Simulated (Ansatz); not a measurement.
C5H10O2 can be A, `CCCC(=O)OC`, or B, `CC(=O)OC(C)C`.

Program: Ansatz. Geometries: PBE0-D4/def2-TZVP. ΔE: electronic, gas phase. CBS: MP2 limit from def2 TZ/QZ plus the TZ coupled-cluster correction, frozen cores. DFT in def2-TZVPP. B3LYP here is the variant with VWN-RPA as its local correlation; programs differ in this. Each species was taken in one conformer, which may not be the lowest.

A:

Z-matrix (Å, degrees):
```
C
C 1 1.518
H 1 1.092 2 111.2
H 1 1.094 2 111.3 3 120.0
H 1 1.094 2 111.3 3 -120.1
C 2 1.516 1 112.1 3 -180.0
H 2 1.093 1 110.3 3 58.2
H 2 1.093 1 110.3 3 -58.2
C 6 1.503 2 113.4 1 -180.0
H 6 1.096 2 111.3 1 -58.5
H 6 1.096 2 111.3 1 58.5
O 9 1.201 6 125.7 2 0.3
O 9 1.341 6 111.0 2 -179.7
C 13 1.423 9 115.3 6 -180.0
H 14 1.091 13 110.7 9 60.3
H 14 1.088 13 105.9 9 -179.9
H 14 1.091 13 110.7 9 -60.2
```

B:

Z-matrix (Å, degrees):
```
C
C 1 1.499
H 1 1.092 2 109.8
H 1 1.092 2 109.9 3 117.8
H 1 1.087 2 109.6 3 -121.0
O 2 1.202 1 125.1 3 120.9
O 2 1.339 1 110.8 3 -59.3
C 7 1.443 2 117.1 1 179.7
C 8 1.513 7 109.6 2 -83.4
C 8 1.510 7 106.2 2 153.9
H 8 1.093 7 107.4 2 35.5
H 9 1.093 8 110.4 7 -59.6
H 9 1.090 8 110.7 7 61.4
H 9 1.092 8 110.0 7 -179.1
H 10 1.093 8 110.7 7 61.7
H 10 1.091 8 110.9 7 -58.8
H 10 1.092 8 110.0 7 -178.6
```

(1) Which isomer does CCSD(T)/CBS put lower? Give the gap. (Estimate.)

(2) Give E(B) − E(A) in kJ/mol with CCSD/def2-TZVPP, CCSD(T)/def2-TZVPP, HF/def2-TZVPP, B2PLYP, B3LYP, PBE-D4, PBE0-D4. (An estimate is asked.)

Largest T1 diagnostic: 0.013.

## Answers

(1) Computed: B, by 25.7 kJ/mol.

(2) The calculation gave: CCSD/def2-TZVPP -23.8, CCSD(T)/def2-TZVPP -25.0, HF/def2-TZVPP -20.8, B2PLYP -24.5, B3LYP -22.9, PBE-D4 -25.1, PBE0-D4 -24.5. None reverses the order clearly.

In def2-TZVPP, CCSD(T) changes the Hartree–Fock value by −4.2 kJ/mol (the triples alone add −1.2 kJ/mol) and MP2 by −5.3 kJ/mol.
